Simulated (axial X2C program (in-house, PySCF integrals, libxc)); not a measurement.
**Working with the constants of S₂⁺**

A bond curve at the PBE0 level, 2c, was computed with an in-house all-electron X2C program for linear molecules (integrals from PySCF) (basis S dyall-av3z [9s8p3d2f] (cores contracted in-house)) for the state Ω = 1/2 (⟨Sz⟩ = -0.50, ⟨Lz⟩ = 1.00 at PBE0). Its fit gives Re = 1.8211 Å, ωe = 857.9 cm⁻¹, ωexe = 2.74 cm⁻¹ and αe = 1.447e-03 cm⁻¹; the masses are 31.9721 and 31.9721 u. Two-component means X2C with spin–orbit coupling and atomic mean-field Coulomb and Gaunt terms.

(1) Find the reduced mass, Be and the force constant.

(2) A Morse curve ties αe to the other constants (Pekeris). How well does that hold?

(3) Estimate the centrifugal constant by the Kratzer relation.

(4) Where do the fundamental and the first overtone lie?

(5) Estimate De from a Morse curve and compare with the computed well depth of 5.301 eV to S+ + S.

The state is one determinant whose occupation by symmetry is held fixed; it was picked as the lowest of a PBE0 search that is not exhaustive. Dissociation energies refer to the lowest single-determinant-based atoms at the same level and basis. Density functionals use the spin component along the axis (collinear). The 2c atoms are single determinants rather than J levels; their spin–orbit lowering is only partly caught, and De is too large by that part. This holds for PBE0. Without a current term, density functionals place determinants with orbital angular momentum somewhat too high.

Results:

(1) From the PBE0 values: μ = 15.9861 u. Be = 16.8576/(μ Re²) = 0.318 cm⁻¹. k = 5.8918×10⁻⁷ μ ωe² = 6.93 mdyn/Å.

(2) αe(Morse) = 6Be²/ωe × (√(ωexe/Be) − 1) = 1.369e-03 cm⁻¹; the PBE0 curve gives 1.447e-03 cm⁻¹, a ratio of 0.95.

(3) D = 4Be³/ωe² = 1.75e-07 cm⁻¹.

(4) ν(1←0) = ωe − 2ωexe = 852.4 cm⁻¹; ν(2←0) = 2ωe − 6ωexe = 1699.4 cm⁻¹.

(5) De(Morse) = ωe²/(4ωexe) = 8.326 eV against 5.301 eV computed, a ratio of 1.57. The extrapolation overshoots: the well softens faster than a Morse curve, or the lowest atomic limit lies below the one to which the curve heads.
